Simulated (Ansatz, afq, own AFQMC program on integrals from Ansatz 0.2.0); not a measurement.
## Where AFQMC and coupled cluster stand for GeH₂⁻, doublet

```xyz
3

Ge    0.0000   -0.0307    0.0000
H     0.0000    1.1080   -1.1584
H     0.0000    1.1080    1.1584
```

Basis aug-cc-pVTZ. Only valence electrons are correlated. Integrals, coupled cluster, full CI and functionals: Ansatz 0.2.0; the random walks run on the same integrals in our own AFQMC program. ph-AFQMC/CISD is guided by a CISD state made of CCSD amplitudes; releasing the constraint for a short imaginary time cuts its bias at the price of noise, slowly where states lie close. Free AFQMC starts from the CCSD state and is never constrained. Its projection time is finite, and what remains of the start isn't in its error. Uncertainties: one standard error, sampling alone. No spin–orbit coupling.

Determinant: UHF, the one that the program's search chose, which needn't be the lowest solution. The geometry is a PBE0/def2-TZVPD stationary point of this or a neighbouring charge and spin state.

No full CI on the walks' own integrals is used here; CCSDT(Q) serves as the reference and is uncertain by about the last step of the cluster series.

Cautions: no relativity below Rb; no spin-orbit coupling; inner d shell frozen.

- T1 diagnostic: 0.0180
- weight of the determinant in the CISD state: 0.902
- ⟨S²⟩ of the determinant: 0.768
- size of the correlated space: 7 electrons in 91 orbitals

Reference: CCSDT(Q), correlation energy -4.113 eV. The released energy is read at 2.40 1/Eh (meV from the phaseless value at times in 1/Eh: -3 ± 4 at 0.24, -6 ± 3 at 0.51, -7 ± 3 at 0.99, -8 ± 3 at 1.62, -10 ± 3 at 2.40).

```json
{"level": "HF", "E − E(reference) (meV)": "4113.4", "share of correlation (%)": "0.00"}
{"level": "MP2", "E − E(reference) (meV)": "823.6", "share of correlation (%)": "79.98"}
{"level": "CCSD", "E − E(reference) (meV)": "177.7", "share of correlation (%)": "95.68"}
{"level": "CCSD(T)", "E − E(reference) (meV)": "31.7", "share of correlation (%)": "99.23"}
{"level": "CCSDT", "E − E(reference) (meV)": "6.0", "share of correlation (%)": "99.85"}
{"level": "ph-AFQMC/HF", "E − E(reference) (meV)": "20.4 ± 20.4", "share of correlation (%)": "99.50"}
{"level": "ph-AFQMC/CISD", "E − E(reference) (meV)": "13.5 ± 4.3", "share of correlation (%)": "99.67"}
{"level": "released AFQMC", "E − E(reference) (meV)": "3.9 ± 3.3", "share of correlation (%)": "99.91"}
{"level": "free AFQMC", "E − E(reference) (meV)": "-0.8 ± 5.0", "share of correlation (%)": "100.02"}
```

Free projections are given only where their last times agree within the noise and don't stop above the reference; a slow remainder of the start can still hide under it. A walk keeps the symmetry of its determinant, which the program's search chose and which needn't be the lowest solution, so a lower state of the same spin and another symmetry isn't excluded. Released energies are given only where the last usable release times agree within the noise; a slower fall can still hide under it.
